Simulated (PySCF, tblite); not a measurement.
# 2-chloro-2-propen-1-ol (C3H5ClO): isotopologues and vibrational averages

How do isotopes change the rotational constants and shieldings of 2-chloro-2-propen-1-ol (C3H5ClO) (`C=C(Cl)CO`)?

Programs: PySCF 2.14.0 with density-fitted response routines of our own, and tblite 0.8.0. All values are computed, except where a source is named. Atoms count from 0 throughout.

### 1 The starting structure

10 atoms, charge 0, multiplicity 1; geometry from: force field or distance geometry start.

Bonds of the start (Å): C0–C1 1.38, C0–H5 1.05, C0–H6 1.10, C1–C3 1.47, C1–Cl2 1.72, C3–H7 1.16, C3–H8 1.15, C3–O4 1.37, O4–H9 1.01.

### 2 GFN2-xTB relaxation, lowest of a short conformer search

Job settings and geometry (Å):

```
{"job": {"xc": "GFN2-xTB", "basis": "xTB", "kind": "relax"}, "charge": 0, "multiplicity": 1}
C      1.455800     0.605600    -0.070900
C      0.096700     0.492300     0.115900
Cl    -0.889600     1.888300     0.311600
C     -0.559100    -0.810400     0.263000
O     -1.534900    -0.940600    -0.687500
H      2.086600    -0.221300    -0.174400
H      1.785600     1.649800    -0.165700
H     -0.977700    -0.972500     1.329300
H      0.225700    -1.640300     0.108800
H     -1.653600    -0.032500    -1.120400
```

On the command line:

```sh
> OMP_NUM_THREADS=1 python ens_run.py task.json out
```

This one command runs the whole study; its stages follow in the order run.

The program printed:

```text
step      E/eV     max force
  0    -477.10219    3.990
  1    -477.32014    3.301
  2    -477.40781    0.877
  3    -477.43415    0.600
  4    -477.45906    0.362
  5    -477.46748    0.232
  6    -477.47493    0.225
  7    -477.48102    0.262
  8    -477.48651    0.254
  9    -477.48983    0.161
 10    -477.49213    0.141
 11    -477.49499    0.163
 12    -477.49982    0.254
 13    -477.50705    0.366
 14    -477.51532    0.357
 15    -477.52443    0.256
 16    -477.53007    0.228
 17    -477.53467    0.451
 18    -477.53964    0.230
 19    -477.54450    0.171
 20    -477.54810    0.154
 21    -477.54969    0.148
 22    -477.55221    0.119
 23    -477.55348    0.093
 24    -477.55447    0.089
 25    -477.55507    0.145
 26    -477.55562    0.074
 27    -477.55597    0.047
 28    -477.55628    0.040
 29    -477.55641    0.035
 30    -477.55660    0.035
 31    -477.55673    0.033
 32    -477.55691    0.041
 33    -477.55708    0.040
 34    -477.55722    0.026
 35    -477.55730    0.025
 36    -477.55737    0.025
 37    -477.55743    0.024
 38    -477.55749    0.019
 39    -477.55753    0.017
 40    -477.55756    0.020
 41    -477.55762    0.026
 42    -477.55773    0.038
 43    -477.55789    0.043
 44    -477.55808    0.040
 45    -477.55824    0.044
 46    -477.55838    0.040
 47    -477.55856    0.040
 48    -477.55878    0.038
 49    -477.55895    0.036
 50    -477.55906    0.034
 51    -477.55914    0.030
 52    -477.55927    0.029
 53    -477.55947    0.034
 54    -477.55969    0.032
 55    -477.55987    0.029
 56    -477.56000    0.031
 57    -477.56009    0.035
 58    -477.56017    0.034
 59    -477.56022    0.023
 60    -477.56025    0.018
 61    -477.56028    0.017
 62    -477.56030    0.013
 63    -477.56032    0.016
 64    -477.56033    0.013
 65    -477.56034    0.011
 66    -477.56035    0.009
 67    -477.56037    0.008
 68    -477.56037    0.005
 69    -477.56037    0.003
```

It took 0.43 s on 1 thread of Arm Neoverse N1, shared host.

Relaxing gained 0.458 eV and moved the atoms by 0.22 Å on average (rms).

### 3 Tight optimisation and Hessian

Job settings and geometry (Å):

```
{"job": {"xc": "B3LYP", "basis": "pcSseg-1", "grid": 2, "temperatures": [200, 350], "kind": "geom"}, "charge": 0, "multiplicity": 1}
C      1.501746     0.671672    -0.016648
C      0.198058     0.501162     0.093295
Cl    -0.872872     1.872154     0.152984
C     -0.527460    -0.814323     0.181600
O     -1.509296    -0.965884    -0.807687
H      2.160905    -0.176713    -0.061053
H      1.952391     1.647210    -0.063949
H     -0.975225    -0.902254     1.185770
H      0.180489    -1.633581     0.040589
H     -2.073205    -0.180824    -0.795012
```

The program printed:

```text
step   0  E = -17760.8564857 eV  max force = 0.63229
step   1  E = -17760.8877682 eV  max force = 0.13547
step   2  E = -17760.8883956 eV  max force = 0.13153
step   3  E = -17760.8913127 eV  max force = 0.06284
step   4  E = -17760.8910842 eV  max force = 0.16225
step   5  E = -17760.8917538 eV  max force = 0.00926
step   6  E = -17760.8917895 eV  max force = 0.01641
step   7  E = -17760.8918123 eV  max force = 0.01033
step   8  E = -17760.8918145 eV  max force = 0.00235
step   9  E = -17760.8918147 eV  max force = 0.00016
step  10  E = -17760.8918147 eV  max force = 0.00016
harmonic wavenumbers (cm-1): 107.2 222.4 334.4 388.9 393.8 596.9 626.1 715.5 912.3 919.5 990.9 1071.0 1154.5 1231.9 1365.2 1397.2 1433.6 1484.9 1700.8 2983.0 3092.2 3144.1 3234.9 3752.6
```

It took 12 min on 1 thread of Arm Neoverse N1, shared host; peak memory 0.63 GiB.

### 4 Displacements along the modes, parent

Job settings and geometry (Å):

```
{"job": {"xc": "B3LYP", "basis": "pcSseg-1", "grid": 2, "temperatures": [200, 350], "kind": "vib", "mass_numbers": [12, 12, 35, 12, 16, 1, 1, 1, 1, 1]}, "charge": 0, "multiplicity": 1}
C      1.517220     0.672952    -0.027454
C      0.209293     0.508220     0.106238
Cl    -0.861251     1.922032     0.223048
C     -0.535971    -0.797775     0.181435
O     -1.469475    -0.978022    -0.867836
H      2.158840    -0.200605    -0.113861
H      1.981177     1.653592    -0.053690
H     -1.020609    -0.875131     1.167863
H      0.187617    -1.613823     0.096382
H     -2.131310    -0.272824    -0.802237
```

The program printed:

```text
mode    cm-1    km/mol   phi_rrr   E(+)/cm-1  E(-)/cm-1
  1    107.17     3.90     -20.9      21.01      22.51
  2    222.37     5.66     -25.5      39.83      41.54
  3    334.39   115.51     -31.5     102.18     104.61
  4    388.86    11.27      14.5      71.16      70.13
  5    393.85    19.92       2.2      71.57      71.46
  6    596.88    16.01     -40.1     105.99     108.89
  7    626.12    46.20      62.8     115.08     110.60
  8    715.47     3.14      -2.0     131.72     131.97
  9    912.33     7.33      62.1     167.00     162.45
 10    919.52    45.11       2.4     168.17     167.74
 11    990.88    13.44      15.8     179.40     178.28
 12   1070.95   116.34     353.5     206.08     180.74
 13   1154.53    29.92       6.4     208.19     207.71
 14   1231.86    52.26     -62.1     219.82     224.24
 15   1365.20     2.24      28.2     247.18     245.29
 16   1397.19    26.01      22.7     252.43     250.84
 17   1433.64    41.24     -52.4     256.36     260.08
 18   1484.88     2.78      88.1     270.53     264.24
 19   1700.78    35.01    -398.7     292.36     321.01
 20   2983.02    42.59   -1862.6     475.54     609.06
 21   3092.22    13.35    1825.0     627.33     496.44
 22   3144.06     0.55    1343.9     616.83     520.30
 23   3234.94     0.54     545.8     605.00     565.78
 24   3752.57    38.59    2612.1     777.72     590.35
```

Run time: 12 min. Hardware: 1 thread of Arm Neoverse N1, shared host; peak memory 0.61 GiB.

### 5 Displacements along the modes, 2H at atom 5

The job, as its differences from that of step 4:

```diff
@@ -1,2 +1,2 @@
-{"job": {"xc": "B3LYP", "basis": "pcSseg-1", "grid": 2, "temperatures": [200, 350], "kind": "vib", "mass_numbers": [12, 12, 35, 12, 16, 1, 1, 1, 1, 1]}, "charge": 0, "multiplicity": 1}
+{"job": {"xc": "B3LYP", "basis": "pcSseg-1", "grid": 2, "temperatures": [200, 350], "kind": "vib", "mass_numbers": [12, 12, 35, 12, 16, 2, 1, 1, 1, 1]}, "charge": 0, "multiplicity": 1}
 C      1.517220     0.672952    -0.027454
```

The program printed:

```text
mode    cm-1    km/mol   phi_rrr   E(+)/cm-1  E(-)/cm-1
  1    106.16     3.85     -20.8      20.89      22.36
  2    222.07     5.63     -25.5      39.77      41.49
  3    331.02    99.50     -25.7      93.69      95.70
  4    373.35    27.40       6.1      68.55      68.11
  5    387.83    20.33      17.7      71.75      70.48
  6    541.98     7.31      -3.2      99.30      99.64
  7    586.94    28.60    -108.3     101.90     109.66
  8    637.09    22.00      -1.0     114.75     114.81
  9    832.67     5.48     -22.2     149.37     151.04
 10    872.52    33.16      12.5     160.83     160.07
 11    985.04    10.16      30.5     178.69     176.53
 12   1055.78   114.96     172.2     196.56     184.22
 13   1100.45    45.29    -101.8     194.60     201.87
 14   1224.77    42.16      72.6     223.52     218.33
 15   1305.91    10.00      -0.1     235.76     235.70
 16   1365.41     2.70     -33.3     245.13     247.39
 17   1415.37    65.88     -67.5     252.70     257.49
 18   1484.75     2.90      88.6     270.52     264.20
 19   1677.26    32.21     396.9     316.70     288.18
 20   2341.81     0.91   -1188.5     381.71     467.03
 21   2983.04    42.64   -1863.0     475.53     609.08
 22   3092.43    13.57    1835.1     627.76     496.16
 23   3204.15     0.10    1949.9     652.19     512.27
 24   3752.57    38.59    2612.1     777.72     590.35
```

It took 13 min on 1 thread of Arm Neoverse N1, shared host; peak memory 0.62 GiB.

### 6 Vibrational averages by isotopologue

Job settings and geometry (Å):

```
{"job": {"xc": "B3LYP", "basis": "pcSseg-1", "grid": 2, "temperatures": [200, 350], "kind": "iso"}, "charge": 0, "multiplicity": 1}
C      1.517220     0.672952    -0.027454
C      0.209293     0.508220     0.106238
Cl    -0.861251     1.922032     0.223048
C     -0.535971    -0.797775     0.181435
O     -1.469475    -0.978022    -0.867836
H      2.158840    -0.200605    -0.113861
H      1.981177     1.653592    -0.053690
H     -1.020609    -0.875131     1.167863
H      0.187617    -1.613823     0.096382
H     -2.131310    -0.272824    -0.802237
```

The program printed:

```text
parent
  Be/MHz 5182.203 3310.208 2178.525
  B0/MHz 5143.167 3299.255 2162.969
  ZPE/cm-1 16626.8
  <sigma>(0 K)/ppm 57.589 13.423 676.094 102.599 275.252 25.576 25.664 26.712 26.840 29.663
2H at atom 5
  Be/MHz 4825.85 3308.781 2112.983
  B0/MHz 4790.614 3297.408 2097.896
  ZPE/cm-1 15940.2
  <sigma>(0 K)/ppm 57.883 13.504 677.165 102.649 275.377 25.662 25.676 26.714 26.839 29.669
```

Run time: 37 min. Hardware: 1 thread of Arm Neoverse N1, shared host; peak memory 0.63 GiB. This counts the whole study up to here.

Rotational constants (MHz) at equilibrium and in the ground state:

```tsv
isotopologue	Be	B0	zero-point change (cm⁻¹)
parent	5182.2, 3310.2, 2178.5	5143.2, 3299.3, 2163.0	0.0
2H at atom 5	4825.9, 3308.8, 2113.0	4790.6, 3297.4, 2097.9	-686.7
```

Shieldings of the first species (ppm): at equilibrium, the vibrational parts at 0 K, and the averages:

```tsv
atom	equilibrium	anharmonic	harmonic	0 K	200 K	350 K
C0	61.30	-0.42	-3.30	57.59	57.28	56.83
C1	17.05	-1.32	-2.30	13.42	13.26	12.88
Cl2	697.69	-6.30	-15.29	676.09	673.36	668.37
C3	107.47	-0.97	-3.89	102.60	102.46	102.21
O4	292.27	4.45	-21.47	275.25	274.32	273.06
H5	26.04	-0.05	-0.41	25.58	25.57	25.56
H6	26.14	-0.04	-0.43	25.66	25.65	25.62
H7	27.39	-0.15	-0.53	26.71	26.71	26.69
H8	27.54	-0.13	-0.56	26.84	26.82	26.79
H9	30.34	0.47	-1.15	29.66	29.65	29.62
```

Isotope effects on the shieldings at 0 K (ppb; positive means more shielded):

```tsv
atom	2H at atom 5
C0	294
C1	81
Cl2	1071
C3	51
O4	125
H5	86
H6	12
H7	2
H8	-1
H9	6
```

### 7 Tight optimisation and Hessian, xc OLYP; basis 6-31G*; grid 3

Job settings and geometry (Å):

```
{"job": {"xc": "OLYP", "basis": "6-31G*", "grid": 3, "temperatures": [200, 350], "j": false, "kind": "geom"}, "charge": 0, "multiplicity": 1}
C      1.501746     0.671672    -0.016648
C      0.198058     0.501162     0.093295
Cl    -0.872872     1.872154     0.152984
C     -0.527460    -0.814323     0.181600
O     -1.509296    -0.965884    -0.807687
H      2.160905    -0.176713    -0.061053
H      1.952391     1.647210    -0.063949
H     -0.975225    -0.902254     1.185770
H      0.180489    -1.633581     0.040589
H     -2.073205    -0.180824    -0.795012
```

The program printed:

```text
step   0  E = -17759.0894480 eV  max force = 0.75018
step   1  E = -17759.1435316 eV  max force = 0.31710
step   2  E = -17759.1483805 eV  max force = 0.24976
step   3  E = -17759.1488187 eV  max force = 0.17114
step   4  E = -17759.1499903 eV  max force = 0.08127
step   5  E = -17759.1500526 eV  max force = 0.04084
step   6  E = -17759.1502422 eV  max force = 0.02715
step   7  E = -17759.1502786 eV  max force = 0.02105
step   8  E = -17759.1503013 eV  max force = 0.00792
step   9  E = -17759.1503051 eV  max force = 0.00180
step  10  E = -17759.1503053 eV  max force = 0.00039
step  11  E = -17759.1503053 eV  max force = 0.00039
step  12  E = -17759.1503053 eV  max force = 0.00008
harmonic wavenumbers (cm-1): 98.9 217.1 327.1 380.4 388.4 580.6 619.4 699.4 867.3 898.6 974.4 1057.7 1142.8 1226.1 1365.0 1398.3 1431.2 1483.9 1673.3 2954.5 3081.8 3145.1 3238.1 3676.0
```

Run time: 15 min. Hardware: 1 thread of Arm Neoverse N1, shared host; peak memory 0.56 GiB.

### 8 Displacements along the modes, xc OLYP; basis 6-31G*; grid 3; parent

Job settings and geometry (Å):

```
{"job": {"xc": "OLYP", "basis": "6-31G*", "grid": 3, "temperatures": [200, 350], "j": false, "kind": "vib", "mass_numbers": [12, 12, 35, 12, 16, 1, 1, 1, 1, 1]}, "charge": 0, "multiplicity": 1}
C      1.526098     0.678490    -0.028315
C      0.203047     0.524300     0.108519
Cl    -0.848483     1.940479     0.240993
C     -0.546028    -0.792079     0.176225
O     -1.464743    -0.995109    -0.884477
H      2.161420    -0.201909    -0.123349
H      2.007074     1.654196    -0.049677
H     -1.038017    -0.872770     1.164557
H      0.186739    -1.606160     0.101211
H     -2.151576    -0.310821    -0.795798
```

The program printed:

```text
mode    cm-1    km/mol   phi_rrr   E(+)/cm-1  E(-)/cm-1
  1     98.87     3.52      12.5      21.44      20.68
  2    217.11     2.70      23.2      40.24      38.59
  3    327.14    97.41     -27.8      89.95      92.35
  4    380.41     2.20      14.6      69.31      68.26
  5    388.40    44.17      13.5      73.98      72.99
  6    580.56    10.49      20.9     105.26     103.72
  7    619.45    44.09     -88.5     108.51     114.85
  8    699.42     3.84       2.4     129.29     129.03
  9    867.27    40.44       1.6     159.19     158.94
 10    898.58     9.93     -68.7     159.80     164.76
 11    974.36    14.46      14.9     176.42     175.32
 12   1057.70   113.86    -360.7     178.07     204.01
 13   1142.78    36.28      -1.5     205.78     205.88
 14   1226.08    41.44      56.9     223.07     218.97
 15   1364.99     1.93      -3.4     246.12     246.31
 16   1398.32    29.60     -40.7     250.44     253.32
 17   1431.15    36.38     -60.7     255.62     259.95
 18   1483.93     1.08     100.3     270.79     263.58
 19   1673.28    31.26    -395.8     287.49     315.96
 20   2954.50    51.02    1919.5     606.48     468.82
 21   3081.84    15.20    1892.4     628.39     492.66
 22   3145.12     0.71    1379.7     618.64     519.51
 23   3238.14     2.53     531.5     605.28     567.15
 24   3676.04    17.01    2637.4     764.98     576.12
```

Run time: 13 min. Hardware: 1 thread of Arm Neoverse N1, shared host; peak memory 0.63 GiB.

### 9 Displacements along the modes, xc OLYP; basis 6-31G*; grid 3; 2H at atom 5

The job, as its differences from that of step 8:

```diff
@@ -1,2 +1,2 @@
-{"job": {"xc": "OLYP", "basis": "6-31G*", "grid": 3, "temperatures": [200, 350], "j": false, "kind": "vib", "mass_numbers": [12, 12, 35, 12, 16, 1, 1, 1, 1, 1]}, "charge": 0, "multiplicity": 1}
+{"job": {"xc": "OLYP", "basis": "6-31G*", "grid": 3, "temperatures": [200, 350], "j": false, "kind": "vib", "mass_numbers": [12, 12, 35, 12, 16, 2, 1, 1, 1, 1]}, "charge": 0, "multiplicity": 1}
 C      1.526098     0.678490    -0.028315
```

The program printed:

```text
mode    cm-1    km/mol   phi_rrr   E(+)/cm-1  E(-)/cm-1
  1     97.93     3.47     -12.5      20.57      21.32
  2    216.89     2.69     -23.3      38.54      40.20
  3    323.29    82.98      20.9      85.20      83.34
  4    364.43    17.53      10.7      66.58      65.83
  5    384.56    43.80       4.9      74.31      74.00
  6    527.68     5.57      -1.3      97.05      97.23
  7    577.52    20.60     -83.4     101.04     107.04
  8    621.56    25.53      22.4     112.79     111.17
  9    817.23     3.38      42.1     149.25     146.16
 10    831.04    34.89      47.9     153.97     150.55
 11    969.68    10.93      28.3     175.89     173.84
 12   1042.02   111.82     172.9     194.12     181.66
 13   1088.04    49.91    -100.3     192.41     199.63
 14   1221.98    35.64     -62.6     218.13     222.65
 15   1301.61     6.50     -18.5     234.28     235.61
 16   1366.22     1.80      -8.5     246.13     246.68
 17   1413.97    65.85     -96.6     251.41     258.31
 18   1483.79     1.13     100.9     270.79     263.53
 19   1649.08    30.05     400.7     311.79     282.97
 20   2342.76     0.37    1226.2     468.85     380.81
 21   2954.51    51.06   -1919.9     468.81     606.50
 22   3082.04    15.62    1900.7     628.75     492.43
 23   3206.01     1.04    2007.5     655.06     511.08
 24   3676.04    17.01    2637.4     764.98     576.12
```

It took 13 min on 1 thread of Arm Neoverse N1, shared host; peak memory 0.65 GiB.

### 10 Vibrational averages by isotopologue, second settings

Job settings and geometry (Å):

```
{"job": {"xc": "OLYP", "basis": "6-31G*", "grid": 3, "temperatures": [200, 350], "j": false, "kind": "iso"}, "charge": 0, "multiplicity": 1}
C      1.526098     0.678490    -0.028315
C      0.203047     0.524300     0.108519
Cl    -0.848483     1.940479     0.240993
C     -0.546028    -0.792079     0.176225
O     -1.464743    -0.995109    -0.884477
H      2.161420    -0.201909    -0.123349
H      2.007074     1.654196    -0.049677
H     -1.038017    -0.872770     1.164557
H      0.186739    -1.606160     0.101211
H     -2.151576    -0.310821    -0.795798
```

The program printed:

```text
parent
  Be/MHz 5196.376 3235.002 2150.153
  B0/MHz 5155.524 3226.166 2134.369
  ZPE/cm-1 16462.7
  <sigma>(0 K)/ppm 81.079 45.135 709.952 117.654 269.312 26.419 26.630 27.291 27.398 30.781
2H at atom 5
  Be/MHz 4837.851 3233.704 2086.209
  B0/MHz 4800.78 3224.525 2070.843
  ZPE/cm-1 15780.0
  <sigma>(0 K)/ppm 81.333 45.214 711.064 117.695 269.410 26.503 26.644 27.292 27.397 30.786
```

Wall time 41 min (1 thread of Arm Neoverse N1, shared host); peak memory 0.65 GiB. This counts the runs that the step sums up.

Rotational constants (MHz) at equilibrium and in the ground state:

```tsv
isotopologue	Be	B0	zero-point change (cm⁻¹)
parent	5196.4, 3235.0, 2150.2	5155.5, 3226.2, 2134.4	0.0
2H at atom 5	4837.9, 3233.7, 2086.2	4800.8, 3224.5, 2070.8	-682.8
```

Shieldings of the first species (ppm): at equilibrium, the vibrational parts at 0 K, and the averages:

```tsv
atom	equilibrium	anharmonic	harmonic	0 K	200 K	350 K
C0	84.25	-0.31	-2.86	81.08	80.87	80.54
C1	48.22	-1.29	-1.79	45.13	44.97	44.59
Cl2	730.86	-5.77	-15.14	709.95	707.33	702.58
C3	121.91	-0.88	-3.37	117.65	117.55	117.35
O4	286.39	4.26	-21.34	269.31	268.22	266.84
H5	26.87	-0.04	-0.41	26.42	26.41	26.40
H6	27.10	-0.04	-0.43	26.63	26.61	26.59
H7	27.95	-0.14	-0.52	27.29	27.29	27.27
H8	28.08	-0.13	-0.55	27.40	27.38	27.34
H9	31.50	0.46	-1.17	30.78	30.77	30.73
```

Isotope effects on the shieldings at 0 K (ppb; positive means more shielded):

```tsv
atom	2H at atom 5
C0	254
C1	79
Cl2	1112
C3	40
O4	98
H5	84
H6	14
H7	1
H8	-1
H9	5
```

### 11 Summary of results

| quantity | value |
| --- | --- |
| point group | C1 |
| B0 of the first species | 5143.2, 3299.3, 2163.0 MHz |
| zero-point energy | 16627 cm⁻¹ |
| zero-point change of σ(Cl2) | -21.59 ppm |

What this shows: Zero-point motion changes the shielding of Cl2 most, by -21.59 ppm. The largest secondary isotope effect is 1071 ppb on Cl2, 3 bonds from the change (2H at atom 5). The job flags a low mode; perturbation theory is less sure for low modes. Internal rotors are held in one well.
